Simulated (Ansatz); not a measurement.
**Telling isomers of C2H6S apart by their spectra**

These gas-phase data were calculated for one isomer of C2H6S at PBE0-D3(BJ)/def2-SVP (harmonic, unscaled wavenumbers; equilibrium rotational constants with average atomic masses):

| Property | Result |
| --- | --- |
| rotational constants | 17.91, 7.538, 5.694 GHz |
| all wavenumbers above 1500 cm⁻¹ | 3179, 3178, 3153, 3145, 3050, 3047 |

Candidates:

(1) `CSC`, a singlet
(2) `CCS`, a singlet

Problem. Assign the data to one candidate and say why.

Solution. Candidate (1). No mode falls between 2500 and 2800 cm⁻¹, where the S–H stretch of (2) would stand.

The same quantities for all candidates:

```
     rotational constants (GHz)         wavenumbers above 1500 cm⁻¹  E above the lowest, PBE0-D3(BJ)/def2-SVP (kcal/mol)
(1)         17.91, 7.538, 5.694  3179, 3178, 3153, 3145, 3050, 3047                                                  3.3
(2)          28.98, 5.26, 4.835  3166, 3147, 3137, 3084, 3053, 2708                                                  0.0
```

Each candidate is one conformer. Programs: Ansatz 0.2.0.
